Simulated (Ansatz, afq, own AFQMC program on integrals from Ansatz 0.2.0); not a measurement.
# B, doublet → B, quartet, worked out

A free B atom.

Both states at this geometry.

Basis cc-pVDZ. Only valence electrons are correlated. Integrals, coupled cluster, full CI and functionals: Ansatz 0.2.0; the random walks run on the same integrals in our own AFQMC program. ph-AFQMC/CISD is guided by a CISD state made of CCSD amplitudes; releasing the constraint for a short imaginary time cuts its bias at the price of noise, slowly where states lie close. Uncertainties: one standard error, sampling alone.

Total energies in eV. CBS is CCSD(T) at the limit of def2-TZVPP/QZVPP (extrapolated itself); the highest rung of each member is named.

Cautions: B (doublet): full CI with its own frozen core; B (quartet): another spin lies lower, full CI with its own frozen core.

| member | count | CCSD(T)/cc-pVDZ | highest rung in cc-pVDZ | which | CCSD(T)/CBS |
| --- | --- | --- | --- | --- | --- |
| B, quartet | +1 | -665.6100 | -665.6100 | FCI | -665.8671 |
| B, doublet | -1 | -669.1119 | -669.1214 | FCI | -669.4648 |

Task: Work out the best estimate of the vertical spin gap: the CCSD(T)/CBS difference plus the step from CCSD(T) to the highest rung.

Result: Sums with the counts: CCSD(T)/CBS 3.5977 eV, highest rung 3.5114 eV, CCSD(T)/cc-pVDZ 3.5019 eV. The step is 3.5114 − 3.5019 = 0.0095 eV, so the best estimate is 3.5977 + (0.0095) = 3.6072 eV = 83.2 kcal/mol. The basis set is worth 0.096 eV of it. Zero-point, core-correlation and spin–orbit terms aren't in it.

Best estimates are given only where the step beyond CCSD(T) is under 0.3 eV and no member's determinant is very poor (T1 over 0.05, or 0.07 for open shells, ⟨S²⟩ too high by 0.3, two states mixed), so the hardest cases are missing from such tables.

Each member of a difference takes its own highest rung, so a best estimate needn't equal the limit plus the step of one row.
